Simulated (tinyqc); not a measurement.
Extended Hueckel theory, for SiH4, step by step. One step of it, computed by the program tinyqc.

Question. Wolfsberg-Helmholz matrix. H_ij = K' S_ij (H_ii + H_jj)/2 for i != j (the diagonal keeps H_ii), with K' = 2.

overlap S, order 1Si 3s, 1Si 3px, 1Si 3py, 1Si 3pz, 2H 1s, 3H 1s, 4H 1s, 5H 1s:
```
[[1.000000, 0.000000, 0.000000, 0.000000, 0.419567, 0.419567, 0.419567, 0.419567],
 [0.000000, 1.000000, 0.000000, 0.000000, 0.303633, 0.303633, -0.303633, -0.303633],
 [0.000000, 0.000000, 1.000000, 0.000000, 0.303633, -0.303633, 0.303633, -0.303633],
 [0.000000, 0.000000, 0.000000, 1.000000, 0.303633, -0.303633, -0.303633, 0.303633],
 [0.419567, 0.303633, 0.303633, 0.303633, 1.000000, 0.052026, 0.052026, 0.052026],
 [0.419567, 0.303633, -0.303633, -0.303633, 0.052026, 1.000000, 0.052026, 0.052026],
 [0.419567, -0.303633, 0.303633, -0.303633, 0.052026, 0.052026, 1.000000, 0.052026],
 [0.419567, -0.303633, -0.303633, 0.303633, 0.052026, 0.052026, 0.052026, 1.000000]]
```

diagonal H_ii (eV): [-17.300000, -9.200000, -9.200000, -9.200000, -13.600000, -13.600000, -13.600000, -13.600000]

K = 2.000000

Give: H.

Answer.

H (eV), order 1Si 3s, 1Si 3px, 1Si 3py, 1Si 3pz, 2H 1s, 3H 1s, 4H 1s, 5H 1s:
```
[[-17.3000, 0.0000, 0.0000, 0.0000, -12.9646, -12.9646, -12.9646, -12.9646],
 [0.0000, -9.2000, 0.0000, 0.0000, -6.9228, -6.9228, 6.9228, 6.9228],
 [0.0000, 0.0000, -9.2000, 0.0000, -6.9228, 6.9228, -6.9228, 6.9228],
 [0.0000, 0.0000, 0.0000, -9.2000, -6.9228, 6.9228, 6.9228, -6.9228],
 [-12.9646, -6.9228, -6.9228, -6.9228, -13.6000, -1.4151, -1.4151, -1.4151],
 [-12.9646, -6.9228, 6.9228, 6.9228, -1.4151, -13.6000, -1.4151, -1.4151],
 [-12.9646, 6.9228, -6.9228, 6.9228, -1.4151, -1.4151, -13.6000, -1.4151],
 [-12.9646, 6.9228, 6.9228, -6.9228, -1.4151, -1.4151, -1.4151, -13.6000]]
```
